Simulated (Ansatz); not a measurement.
# CH₅N (singlet): wave-function methods side by side, cc-pVTZ

An exercise on one series of results from a longer session: the logs are not shown, and one member is left open.

Method: cc-pVTZ, core rule «outside noble gas», up to 2 orbitals frozen; program: Ansatz 0.2.0, Gaussian basis.

The runs, in order: UHF; CCSD(T) on RHF; BCCD(T) on RHF; CCSDT(Q) on RHF.

### The geometry

The geometry is a PBE0/def2-TZVP stationary point (not a proven minimum).

7 atoms, charge 0, spin multiplicity 1.

Atoms are counted from 1 here; the program's logs count them from 0.

Bond lengths: N1–C2 1.453 Å, N1–H3 1.012 Å, N1–H4 1.012 Å, C2–H5 1.092 Å, C2–H6 1.100 Å, C2–H7 1.092 Å. Angles: C2–N1–H3 110.6°, C2–N1–H4 110.6°, H3–N1–H4 106.7°, N1–C2–H5 109.4°, N1–C2–H6 115.4°, N1–C2–H7 109.4°, H5–C2–H6 107.7°, H5–C2–H7 106.9°, H6–C2–H7 107.7°.

Set-up of the first run:

in.yaml reads:

```yaml
crystal:
  periodic: [false, false, false]
  atoms:
    - {symbol: N, position_ang: [-0.097362, 0.000000, 0.713035]}
    - {symbol: C, position_ang: [0.041418, 0.000000, -0.733383]}
    - {symbol: H, position_ang: [0.353629, -0.812055, 1.114376]}
    - {symbol: H, position_ang: [0.353629, 0.812055, 1.114376]}
    - {symbol: H, position_ang: [-0.461710, 0.877718, -1.145362]}
    - {symbol: H, position_ang: [1.075600, 0.000000, -1.107566]}
    - {symbol: H, position_ang: [-0.461710, -0.877718, -1.145362]}
basis:
  gaussian: {orbitals: cc-pVTZ}
magnetization: {spin_polarized: true, initial_magnetization: 0}
hamiltonian: {xc: hf}
output: {orbitals: {seedname: orbitals}}
```

Started as:

```sh
$ ansatz run in.yaml --threads 1 --pin off --events-out ev --progress --plain --max-ram 2816MiB --backend cpu
```

Among the steps run: UHF; CCSD(T) on RHF; BCCD(T) on RHF; CCSDT(Q) on RHF.

One of the session's tables, all rows but one given; the rest of the session is left out.

It belongs to the step «Misses and costs». 

```
   method  from RCCSDT(Q) (kcal/mol)
      RHF                    +278.75
     RMP2                          ?
    RCCSD                      +9.82
 RCCSD(T)                      +0.57
  BCCD(T)                      +0.54
   RCCSDT                      +0.36
RCCSDT(Q)                          0
```

**Question.** Estimate the row for RMP2.

**Answer.** from RCCSDT(Q) (kcal/mol): +25.03. In the column «from RCCSDT(Q) (kcal/mol)» it lies between RCCSD (+9.82) and RHF (+278.75).

With the free atoms at the same levels and basis (separate runs), the atomisation energy is 24.546 eV at RCCSDT(Q), 24.545 eV at RCCSD(T), 18.012 eV at RHF.
